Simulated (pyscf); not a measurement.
Thermochemistry of product channels of H₃C–SiH₂–CH₃ (SMILES C[SiH2]C) + Cl• (SMILES [Cl]) on the doublet surface, in eV, from ωB97M-D3(BJ)/def2-TZVP energies (ideal gas, 1 atm, RRHO with modes under 100 cm⁻¹ raised to 100, one conformer, R ln 2 for chiral ones without a mode under 150 cm⁻¹). Structures and frequencies: ωB97X-D3(BJ)/def2-SVP in PySCF.

| products | ΔE | ΔH(298 K) | ΔG(900 K) | ΔG(1200 K) |
|---|---|---|---|---|
| •H₂C–Cl (SMILES [CH2]Cl) + H₃C–SiH₃ (SMILES C[SiH3]) | +0.69 | +0.53 | +0.09 | -0.04 |
| H₃C–SiH•–CH₃ (SMILES C[SiH]C) + HCl (SMILES Cl) | -0.32 | -0.37 | -0.73 | -0.84 |
| CH₄ (SMILES C) + H₃C–SiH•–Cl (SMILES C[SiH]Cl) | -1.50 | -1.47 | -1.74 | -1.80 |
| CH₃• (SMILES [CH3]) + H₃C–SiH₂–Cl (SMILES C[SiH2]Cl) | -0.86 | -0.97 | -1.32 | -1.43 |
| H₃C–Si•(CH₃)–Cl (SMILES C[Si](C)Cl) + H₂ (SMILES [H][H]) | -1.27 | -1.36 | -1.55 | -1.62 |

These are energies of the channels, which say nothing of barriers. Left out: orbital degeneracy and the spin-orbit lowering of Cl.
